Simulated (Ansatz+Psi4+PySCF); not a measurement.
Results of a calculation; reference values are marked as such.
## Ansatz (development build ahead of 0.2.0) run

```yaml
crystal:
  periodic: [false, false, false]
  atoms:
    - { symbol: "N", position_ang: [-0.01159, 0.71054, -0.09164] }
    - { symbol: "N", position_ang: [-0.00598, -0.70363, -0.08905] }
    - { symbol: H, position_ang: [-0.93653, 0.99202, -0.29436] }
    - { symbol: H, position_ang: [-0.20308, -1.08316, 0.86351] }
    - { symbol: H, position_ang: [0.96349, -0.99327, -0.29875] }
basis:
  gaussian: { orbitals: cc-pVTZ }
magnetization:
  spin_polarized: true
  initial_magnetization: 1
hamiltonian:
  xc: hf
correlation:
  method: mp2
  frozen_orbitals: { H: 0, "N": 1 }
scf:
  omitted_lower_state_checks: [stability, starts, atomic_configurations, cluster_reference, orbital_swaps, given_window_search, neighbouring_geometries, increment]
```

The input is written out in the form of the current development build from the run's settings.

The run gave:

```json
{
  "Converged": "yes",
  "Reference energy": "-110.60605 hartree",
  "Correlation energy": "-0.39418 hartree",
  "Total energy": "-111.00023 hartree",
  "Spin squared of the determinant": "0.761"
}
```
